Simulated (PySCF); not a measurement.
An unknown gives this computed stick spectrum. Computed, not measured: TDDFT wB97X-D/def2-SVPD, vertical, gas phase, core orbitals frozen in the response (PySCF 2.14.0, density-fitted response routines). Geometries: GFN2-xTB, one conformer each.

```tsv
state	ν̃ (cm⁻¹)	f	main configurations (H = HOMO, L = LUMO)
S1	44500	0.045	H→L (86%)
S2	49430	0.101	H→L+2 (83%)
S3	51030	0.031	H→L+1 (74%), H→L+4 (10%)
S4	58910	0.195	H→L+4 (52%), H→L+3 (29%)
S5	59460	0.0067	H→L+4 (24%), H→L+3 (20%), H→L+5 (20%)
S6	59910	0.104	H→L+5 (48%), H→L+6 (27%), H→L+3 (11%)
S7	62740	0.016	H→L+7 (52%), H→L+3 (21%)
S8	64930	0.022	H→L+7 (22%), H→L+6 (22%), H→L+8 (17%)
```

Question: Which candidate is it?
A. `C(=N\C)/C(C)=N\[H]`
B. `[H]/N=C(/C)C=O`
C. `CCP(C)N`
D. `[H]/N=C(\C)COC`

Answer: C. Its S1, at 5.52 eV, is the highest among the candidates; the nearest of the others has S1 at 5.24 eV. S1 is HOMO→LUMO (86%). Löwdin shares by element: HOMO phosphorus 48%, nitrogen 27%, carbon 17% or more; LUMO phosphorus 25%, hydrogen 21% or more, nitrogen 14% (atoms not listed hold the other 40%). At the same level the other candidates give, for their lowest levels:
- `[H]/N=C(C)\C=N\C`: 4.23 eV (f 0.000); 4.90 eV (f 0.004); 6.65 eV (f 0.546); 7.50 eV (f 0.089); 7.56 eV (f 0.001); T1 3.56 eV; HOMO -9.26, LUMO 0.25 eV
- `[H]/N=C(/C)C=O`: 3.34 eV (f 0.001); 4.52 eV (f 0.001); 6.36 eV (f 0.124); 7.30 eV (f 0.000); 7.68 eV (f 0.010); T1 2.79 eV; HOMO -9.60, LUMO -0.67 eV
- `[H]/N=C(\C)COC`: 5.24 eV (f 0.002); 6.73 eV (f 0.001); 7.32 eV (f 0.057); 7.81 eV (f 0.001); 8.15 eV (f 0.044); T1 4.54 eV; HOMO -9.11, LUMO 1.64 eV

Conformer computed: `[CH3:1][CH2:2][P:3]([CH3:4])[NH2:5]`: C1–C2–P3–C4 77°, H–N5–P3–C2 74°, H–N5–P3–C2 -168°.
Triplets come from the Tamm–Dancoff approximation.
